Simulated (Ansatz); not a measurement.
# CHNS: geometry and frequencies at several levels

One table from this session's results is given with a row withheld; the runs are named, their logs left out.

Program: Ansatz 0.2.0. Level of theory: the levels named in each step. These are calculated values, not measurements.

### The starting structure

Bond lengths: C1–N2 1.166 Å, N2–S3 1.652 Å, S3–H4 1.344 Å. Angles: C1–N2–S3 177.4°, N2–S3–H4 94.6°.

Coordinates:

```xyz
4

C     1.7838   -0.4743    0.1863
N     0.6601   -0.1840    0.0777
S    -0.9126    0.2761   -0.1287
H    -1.3962   -0.5738    0.7928
```

Set-up of the first run:

input.yaml reads:

```yaml
crystal:
  periodic: [false, false, false]
  atoms:
    - { symbol: C, position_ang: [1.78381, -0.4743, 0.18635] }
    - { symbol: "N", position_ang: [0.66008, -0.18398, 0.07772] }
    - { symbol: S, position_ang: [-0.91262, 0.27606, -0.12867] }
    - { symbol: H, position_ang: [-1.39615, -0.57378, 0.7928] }
basis:
  gaussian: { orbitals: def2-SVP }
hamiltonian:
  xc: pbe
  dispersion: d4
relax:
  f_tol: 0.03
  max_steps: 200
```

The run is started by

```bash
ansatz run input.yaml --threads 2 --pin off --max-ram 5120MiB --backend cpu --events-out ev --progress --plain --runs-dir out
```

Among the steps run: A rough first relaxation, PBE-D4/def2-SVP; Relaxation, PBE0-D4/def2-TZVPP; Frequencies, PBE0-D4/def2-TZVPP; Relaxation, PBE-D4/def2-TZVPP; Frequencies, PBE-D4/def2-TZVPP; Relaxation, r2SCAN-D4/def2-TZVPP; Frequencies, r2SCAN-D4/def2-TZVPP; Relaxation, B3LYP-D4/def2-TZVPP; Frequencies, B3LYP-D4/def2-TZVPP; Relaxation, B2PLYP/def2-TZVPP; Frequencies, B2PLYP/def2-TZVPP.

One table of the session follows, with a row left open; its other results are not shown here.

It belongs to the step «Geometries side by side». 

```
               level  C1–N2 (Å)  N2–S3 (Å)  dipole (D)  highest frequency (cm⁻¹)
  PBE0-D4/def2-TZVPP     1.1728     1.6454        3.25                      2685
   PBE-D4/def2-TZVPP     1.1874     1.6598        3.31                      2580
r2SCAN-D4/def2-TZVPP          ?          ?           ?                         ?
 B3LYP-D4/def2-TZVPP     1.1733     1.6575        3.30                      2648
   B2PLYP/def2-TZVPP     1.1781     1.6591        3.37                      2700
```

**Question.** Estimate the row for r2SCAN-D4/def2-TZVPP.

As computed: C1–N2 (Å): 1.1786; N2–S3 (Å): 1.6495; dipole (D): 3.29; highest frequency (cm⁻¹): 2653. In the column «C1–N2 (Å)» it lies between B2PLYP/def2-TZVPP (1.1781) and PBE-D4/def2-TZVPP (1.1874).
